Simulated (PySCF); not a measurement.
# CH3NSi (silyl cyanide): the cost of one run

The runs use PySCF 2.14.0, with density-fitted response routines of our own; the level of theory stands in each step. All values are computed, except where a source is named. Atoms count from 0, in the outputs and in this text.

## Step 1: The molecule as given

6 atoms, charge 0, multiplicity 1; geometry from: PBE0-D3(BJ)/def2-SVP.

Bonds of the start (Å): N0–C1 1.16, C1–Si2 1.86, Si2–H3 1.49, Si2–H4 1.49, Si2–H5 1.49.

## Step 2: Excited states and response: CAM-B3LYP/def2-SVPD

Job settings and geometry (Å):

```
{"job": {"kind": "uv", "xc": "CAM-B3LYP", "basis": "def2-SVPD", "ip": true}, "charge": 0, "multiplicity": 1}
N      2.426209     0.198241     0.024576
C      1.270903     0.101595     0.008645
Si    -0.580540    -0.053825    -0.015234
H     -0.934224    -1.100282    -1.010929
H     -1.139826     1.268252    -0.403299
H     -1.018099    -0.443799     1.351464
```

Method: TDDFT CAM-B3LYP/def2-SVPD, vertical, gas phase, core orbitals frozen in the response.

Started as:

```bash
$ OMP_NUM_THREADS=1 python probes_run.py task.json out
```

The driver reads the jobs from task.json and runs them one after another.

Q: Estimate the wall time and peak memory of this first job on 1 thread of Arm Neoverse V2, shared host.

About 9.4 s, with a peak of 0.39 GiB.
